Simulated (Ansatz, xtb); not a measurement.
**Relative energy of two isomers of C3H3NS**

Structure a is `C=C(S)C#N`, a singlet and structure b is `N#C/C=C/S`, a singlet. Both are isolated molecules in the gas phase, relaxed with PBE-D3(BJ)/def2-SVP; the shapes shown needn't be the lowest conformers.

a (Å):

```xyz
8

C    -0.6568   -2.5121    0.1564
C    -0.2917   -1.3750   -0.4867
C     0.9442   -1.2766   -1.2058
N     1.9565   -1.1552   -1.7892
S    -1.3678    0.0472   -0.5643
H    -0.0175   -3.4047    0.1134
H    -1.6022   -2.5648    0.7161
H    -0.3846    0.9578   -0.8068
```

b (Å):

```yaml
atoms:
  - { symbol: C, position_ang: [-1.3445, -2.4081, -1.4760] }
  - { symbol: C, position_ang: [-0.5088, -1.3755, -0.9674] }
  - { symbol: C, position_ang: [0.2685, -1.5505, 0.1380] }
  - { symbol: N, position_ang: [-2.0415, -3.2502, -1.9107] }
  - { symbol: S, position_ang: [1.3409, -0.4036, 0.8901] }
  - { symbol: H, position_ang: [-0.5175, -0.4162, -1.5128] }
  - { symbol: H, position_ang: [0.2612, -2.5181, 0.6671] }
  - { symbol: H, position_ang: [1.1165, 0.6277, 0.0248] }
```

Energies in hartree; the thermal terms are from PBE-D3(BJ)/def2-SVP harmonic frequencies (ideal gas, rigid rotor, one conformer each, 298.15 K, 1 atm) and include the zero-point energy:

|  | a | b |
| --- | --- | --- |
| E, CCSD(T)/def2-SVP | −567.770243 | −567.774202 |
| E, MP2/def2-SVP | −567.706167 | −567.710743 |
| E, MP2/def2-TZVPP | −568.195691 | −568.200196 |
| zero-point energy | 0.048550 | 0.049070 |
| H(298 K) − E | 0.055278 | 0.055667 |
| G(298 K) − E | 0.019154 | 0.020087 |

Question: Correct the CCSD(T) difference for the basis set by the MP2 change, then work out ΔE, ΔE₀, ΔH and ΔG for a → b in kcal/mol (1 Eh = 627.51 kcal/mol) and the equilibrium ratio [b]/[a].

Answer: 1. Differences b − a: CCSD(T) −0.003959, MP2 in the small set −0.004576, MP2 in the large set −0.004505 Eh.
2. ΔE = −0.003959 + (−0.004505 − (−0.004576)) = −0.003888 Eh = −2.44 kcal/mol.
3. ΔE₀ = ΔE + ΔZPE = −0.003888 + (+0.000520) Eh = −2.11 kcal/mol.
4. ΔH = ΔE + (+0.000389) Eh = −2.20 kcal/mol.
5. ΔG = ΔE + (+0.000933) Eh = −1.85 kcal/mol, so ΔS = (ΔH − ΔG)/T = −4.8 J/(mol K).
6. kT = 0.9442 mEh, so K = [b]/[a] = exp(−ΔG/kT) = exp(+3.13) ≈ 23.

Structure b is favoured at this temperature. An error of 1 kcal/mol in ΔG would change K by a factor of 5.4. Mirror images and further conformers aren't counted.

As drawn, both hold the same kinds of bond in the same numbers.

Other levels gave ΔE = −4.2 (GFN2-xTB); −4.0 (HF/STO-3G, GFN2-xTB geometries); −4.6 (r2SCAN-D4/def2-SVP, GFN2-xTB geometries); −4.7 (PBE-D3(BJ)/def2-SVP); −3.5 (HF/def2-SVP); −2.9 (MP2/def2-SVP); −2.5 (CCSD(T)/def2-SVP) kcal/mol. The correlated steps freeze 9 core orbitals. Programs: Ansatz 0.2.0, xtb 6.7.1.
